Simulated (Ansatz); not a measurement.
Rock-salt KF: PBE at its full settings (plane-wave cutoff 520 eV, 12×12×12 k mesh, Fermi–Dirac smearing 0.01 eV, scalar-relativistic PAW data made under PBE) and at cheaper ones, in a cell of 2 atoms with Γ-centred meshes.

```csv
level and setting,lattice parameter a (Å),bulk modulus (GPa)
PBE (Ansatz),5.421,29.0
PBE (2×2×2 k mesh) (Ansatz),5.427,28.7
PBE (4×4×4 k mesh) (Ansatz),5.421,29.0
PBE (6×6×6 k mesh) (Ansatz),5.421,29.0
PBE (Fermi-Dirac smearing of 0.3 eV) (Ansatz),5.421,29.0
```

Largest shifts from the full settings: lattice constant a +0.11 % (PBE (2×2×2 k mesh)), against a difference of +2.07 % of the full result from the reference 5.311 Å (measured, low temperature, zero-point motion not removed; as tabulated in Doll and Stoll (1997), arXiv:cond-mat/9707218); bulk modulus -1.0 % (PBE (2×2×2 k mesh)), against a difference of -15.2 % of the full result from the reference 34.2 GPa (measured, 4 K, zero-point motion not removed; as tabulated in Doll and Stoll (1997), arXiv:cond-mat/9707218).

The full settings aren't shown to be converged themselves.

Ansatz's density-functional and Hartree–Fock values are scalar-relativistic unless marked +SOC, with PAW data made under PBE.

Run with cheap settings on purpose, which may leave them unconverged: PBE (2×2×2 k mesh), PBE (4×4×4 k mesh), PBE (6×6×6 k mesh), PBE (Fermi-Dirac smearing of 0.3 eV).

Ansatz is a quantum-chemistry and plane-wave program.
